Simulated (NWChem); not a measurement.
System meant: hydrogen isocyanide (CHN); SMILES [NH+]#[C-]

Here is an NWChem input.

```
start job
memory heap 200 mb stack 900 mb global 1100 mb
geometry units angstroms noautoz
  C      0.000000     0.000000     0.755342
  N      0.000000     0.000000    -0.428830
  H      0.000000     0.000000    -1.441298
end
basis spherical
  * library def2-svp
end
dft
  xc b3lyp
  iterations 150
end
tddft
  cis
  nroots 4
  notriplet
end
task tddft energy
```

End of the output:

```
 Vector   10  Occ=0.000000D+00  E= 4.068855D-02  Symmetry=a1
              MO Center= -2.6D-11, -2.3D-11, -1.8D+00, r^2= 1.9D+00
   Bfn.  Coefficient  Atom+Function         Bfn.  Coefficient  Atom+Function
  ----- ------------  ---------------      ----- ------------  ---------------
    30      1.587654  3 H  s                 17     -1.162187  2 N  s
    23      0.469763  2 N  pz                20     -0.245248  2 N  pz
    29      0.222277  3 H  s                 16     -0.214146  2 N  s
     6     -0.150246  1 C  pz                15     -0.115208  2 N  s
     9     -0.076908  1 C  pz                 2      0.067090  1 C  s

 center of mass
 --------------
 x =   0.00000000 y =   0.00000000 z =   0.10039403

 moments of inertia (a.u.)
 ------------------
          40.780238207476           0.000000000000           0.000000000000
           0.000000000000          40.780238207476           0.000000000000
           0.000000000000           0.000000000000           0.000000000000

     Multipole analysis of the density
     ---------------------------------

     L   x y z        total         alpha         beta         nuclear
     -   - - -        -----         -----         ----         -------
     0   0 0 0     -0.000000     -7.000000     -7.000000     14.000000

     1   1 0 0      0.000000      0.000000      0.000000      0.000000
     1   0 1 0     -0.000000     -0.000000     -0.000000      0.000000
     1   0 0 1     -1.222479     -0.611240     -0.611240      0.000000

     2   2 0 0     -8.704462     -4.352231     -4.352231      0.000000
     2   1 1 0      0.000000      0.000000      0.000000      0.000000
     2   1 0 1      0.000000      0.000000      0.000000      0.000000
     2   0 2 0     -8.704462     -4.352231     -4.352231      0.000000
     2   0 1 1     -0.000000     -0.000000     -0.000000      0.000000
     2   0 0 2     -7.713446    -15.975648    -15.975648     24.237850

 ------------------------------------------------------------------------
 tddft_init: non-Abelian symmetry not permitted                   0
 ------------------------------------------------------------------------
 ------------------------------------------------------------------------
  current input line :
    20: task tddft energy
 ------------------------------------------------------------------------
 ------------------------------------------------------------------------
 There is an error related to the specified geometry
 ------------------------------------------------------------------------
 For more information see the NWChem manual at https://nwchemgit.github.io

0:tddft_init: non-Abelian symmetry not permitted:Received an Error in Communication
```

### Question
What is wrong, and how is it mended?

### Answer
The run crashed. Cause: the TDDFT module takes Abelian point groups alone, and the geometry was found to have a non-Abelian one. This input runs:
```
start job
memory heap 200 mb stack 900 mb global 1100 mb
geometry units angstroms noautosym nocenter noautoz
  C      0.000000     0.000000     0.755342
  N      0.000000     0.000000    -0.428830
  H      0.000000     0.000000    -1.441298
end
basis spherical
  C library def2-svp
  N library def2-svp
  H library def2-svp
end
dft
  xc b3lyp
  iterations 150
end
tddft
  cis
  nroots 4
  notriplet
end
task tddft energy
```
It converges to -93.32996 Ha (B3LYP/def2-SVP, TDA).
